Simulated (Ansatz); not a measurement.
CH3O (SMILES C[O]) moved off its minimum; all values from Ansatz (a first-principles code), cores frozen in correlated methods. Open shells are unrestricted.
(charge 0, multiplicity 2)
```xyz
5

C     -0.52094     0.03707     0.11959
O      0.76519    -0.15696    -0.08712
H     -0.91408     0.14271     1.12939
H     -0.84949     1.14810    -0.17720
H     -1.15397    -0.59903    -0.61297
```

### Question
Give the forces (eV/Å), the total energy and the dipole at CCSD(T)/cc-pVTZ.

### Answer

```json
[
 {"atom": "C1", "Fx": "-2.848", "Fy": "1.232", "Fz": "-2.117"},
 {"atom": "O2", "Fx": "1.165", "Fy": "0.245", "Fz": "0.317"},
 {"atom": "H3", "Fx": "0.231", "Fy": "-0.842", "Fz": "0.606"},
 {"atom": "H4", "Fx": "0.991", "Fy": "-1.455", "Fz": "-0.179"},
 {"atom": "H5", "Fx": "0.462", "Fy": "0.820", "Fz": "1.373"}
]
```
Energy -114.8620 hartree, dipole 2.01 D.
